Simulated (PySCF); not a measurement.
Isomers of C4H7FS, one GFN2-xTB conformer each. Single-point energies are computed at PBE0/pcSseg-1 (PySCF, gas phase, no added dispersion term), electronic only.

```
            SMILES  GFN2-xTB relative energy (kcal/mol)
C[C@@H]1CS[C@@H]1F                                 12.4
         C=C(C)SCF                                 28.3
 CC[C@@H]1S[C@H]1F                                 15.0
    CC[C@@H](F)C=S                                 23.7
     F[C@@H]1CCSC1                                  0.0
```

Conformers: `[CH3:1][C@@H:2]1[CH2:3][S:4][C@@H:5]1[F:6]` with C1–C2–C3–S4 -134°, C2–C3–S4–C5 11°, C3–S4–C5–F6 106°, C1–C2–C5–S4 134°; `[CH2:1]=[C:2]([CH3:3])[S:4][CH2:5][F:6]` with C1–C2–S4–C5 -20°, C2–S4–C5–F6 78°; `[CH3:1][CH2:2][C@@H:3]1[S:4][C@H:5]1[F:6]` with C1–C2–C3–S4 162°; `[CH3:1][CH2:2][C@@H:3]([F:4])[CH:5]=[S:6]` with C1–C2–C3–F4 66°, C2–C3–C5–S6 65°; `[F:1][C@@H:2]1[CH2:3][CH2:4][S:5][CH2:6]1` with F1–C2–C3–C4 -170°, C2–C3–C4–S5 37°, C3–C4–S5–C6 -13°, C4–S5–C6–C2 -15°.

**Question.** What does PBE0/pcSseg-1 give for the same structures?

**Answer.** 
```csv
SMILES,PBE0/pcSseg-1 E (Eh),PBE0/pcSseg-1 (kcal/mol),GFN2-xTB (kcal/mol),point group
F[C@@H]1CCSC1,-654.20392,0.0,0.0,C1
C[C@@H]1CS[C@@H]1F,-654.18343,12.9,12.4,C1
CC[C@@H]1S[C@H]1F,-654.18168,14.0,15.0,C1
CC[C@@H](F)C=S,-654.17528,18.0,23.7,C1
C=C(C)SCF,-654.17017,21.2,28.3,C1
```

Both levels put the same isomer lowest; measured from each level's own lowest isomer, the values differ by up to 7.1 kcal/mol (C=C(C)SCF: 28.3 against 21.2). As drawn, the highest has a C=C bond outside aromatic rings, which the lowest lacks. Neighbours under 2.5 kcal/mol apart (C[C@@H]1CS[C@@H]1F and CC[C@@H]1S[C@H]1F) can change places with a better method, another conformer or zero-point energy.

**Question.** Which frontier levels, dipoles and rotational constants go with these structures?

**Answer.** 
```csv
SMILES,"HOMO (eV, PBE0/pcSseg-1)",LUMO (eV),dipole (D),"A, B, C (MHz)"
F[C@@H]1CCSC1,-6.48,0.74,1.33,"5554, 2244, 1703"
C[C@@H]1CS[C@@H]1F,-6.87,0.14,2.55,"4224, 2777, 1902"
CC[C@@H]1S[C@H]1F,-6.96,0.17,2.55,"4298, 2039, 1483"
CC[C@@H](F)C=S,-6.84,-2.58,1.24,"4976, 1612, 1282"
C=C(C)SCF,-6.66,0.15,1.78,"5365, 1891, 1487"
```
